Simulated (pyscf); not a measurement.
PySCF, gas phase, ωB97X-D3(BJ)/def2-SVP geometries.

Q: Estimate the classical barrier height and the reaction energy of `[CH3][CH3]` + `[CH3][Ga][CH3]` [doublet] → `[CH3][Ga]([CH3])[CH3]` + `[CH3]` [doublet] at B3LYP-D3(BJ)/def2-TZVP. The step runs on the doublet surface, breaks C–C and forms C–Ga; take the separated reactants as zero.

A: ΔE‡ = 191.1 kJ/mol, ΔE = +80.6 kJ/mol. ωB97M-D3(BJ)/def2-TZVP gives 213.6 kJ/mol and +80.8 kJ/mol. Zero-point energy shifts the barrier by -10.2 kJ/mol. It is a substitution at C, with an imaginary mode of 1184i cm⁻¹. This is the saddle that the search found; another between the same sides may lie lower. The angle at the attacked C is 162°. Elements up to Kr have no core potential and no relativistic terms here.
